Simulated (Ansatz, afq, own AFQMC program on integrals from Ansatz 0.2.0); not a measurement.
## SiNH$_{2}$⁺, triplet in cc-pVDZ, levels against CCSDT(Q)

```xyz
4

Si    0.0000    0.0000    0.5558
N     0.0000    0.0000   -1.2927
H     0.0000    1.3020    1.2391
H     0.0000   -1.3020    1.2391
```

Connectivity, by distances: SiH2–N.

Basis cc-pVDZ. Noble-gas cores (and the filled d shells of Ga–Kr and In–Xe) are frozen. Integrals, coupled cluster, full CI and functionals: Ansatz 0.2.0; the random walks run on the same integrals in our own AFQMC program. ph-AFQMC/CISD is guided by a CISD state made of CCSD amplitudes; releasing the constraint for a short imaginary time cuts its bias at the price of noise, slowly where states lie close. Error bars are statistical, one sigma.

Determinant: UHF, the one that the program's search chose, which needn't be the lowest solution. The geometry is a PBE0/def2-TZVP stationary point of this or a neighbouring charge and spin state.

No full CI on the walks' own integrals is used here; CCSDT(Q) serves as the reference and is uncertain by about the last step of the cluster series.

Cautions: lower spins were not checked.

- T1 diagnostic: 0.0217
- weight of the determinant in the CISD state: 0.898
- ⟨S²⟩ of the determinant: 2.016
- size of the correlated space: 10 electrons in 36 orbitals

```json
{"level": "MP2", "correlation energy (eV)": "-4.6558"}
{"level": "CCSD", "correlation energy (eV)": "-5.6641"}
{"level": "CCSD(T)", "correlation energy (eV)": "-5.7984"}
```

(1) Estimate where phaseless AFQMC with a CISD trial lies against CCSD(T) on the same integrals.

(1) 3.9 ± 1.1 kJ/mol below CCSD(T).

Reference: CCSDT(Q), correlation energy -5.841 eV. The released energy is read at 2.40 1/Eh (meV from the phaseless value at times in 1/Eh: -16 ± 13 at 0.24, 1 ± 10 at 0.51, 6 ± 13 at 0.99, 12 ± 10 at 1.62, -9 ± 14 at 2.40).

| level | E − E(reference) (kJ/mol) | share of correlation (%) |
| --- | --- | --- |
| CCSD(T) | 4.1 | 99.27 |
| CCSDT | 1.0 | 99.83 |
| ph-AFQMC/CISD | 0.2 ± 1.1 | 99.97 |
| released AFQMC | -0.6 ± 1.3 | 100.11 |

A walk keeps the symmetry of its determinant, which the program's search chose and which needn't be the lowest solution, so a lower state of the same spin and another symmetry isn't excluded. Released energies are given only where the last usable release times agree within the noise; a slower fall can still hide under it.
